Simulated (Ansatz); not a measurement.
Harmonic frequencies (cm⁻¹) at PBE0-D4/def2-TZVP from Ansatz: 134, 212, 237, 356, 400, 466, 525, 841, 919, 927, 1095, 1120, 1153, 1170, 1234, 1327, 1368, 1393, 1408, 1434, 1476, 1486, 1491, 3002, 3059, 3065, 3103, 3138, 3146, 3846.

Each molecule was computed in one conformer, which needn't be the lowest.

**Question.** Which molecule is it?
A. `CC(F)CO`
B. `COC(C)F`
C. `CCC(O)F`
D. `COCCF`

**Answer.** A.
